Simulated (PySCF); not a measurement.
These are CAM-B3LYP-D3(BJ)/def2-TZVP run with PySCF values and carry that method's errors. All species are isolated molecules in the gas phase. Delta-SCF ions had no search for a lower state. 

Reference species (SMILES): `Cl[Si](Cl)(Cl)Cl` (neutral, multiplicity 1).

The HOMO comes out as -10.90 eV. The dipole moment comes out as 0.00 D and the HOMO–LUMO gap is 11.47 eV. The vertical ionisation energy (Delta-SCF) comes out as 11.86 eV.

After one change: the HOMO falls by 0.42 eV; the dipole moment hardly moves; the HOMO–LUMO gap rises by 1.90 eV; the vertical ionisation energy (Delta-SCF) goes up by 0.77 eV.

Task: What was changed between the two runs? The new species is one of these.
A. `Cl[SiH](Cl)Cl`
B. `[SiH4]`
C. `[SiH3]Cl`
D. `Cl[SiH2]Cl`

Result: B, `[SiH4]`
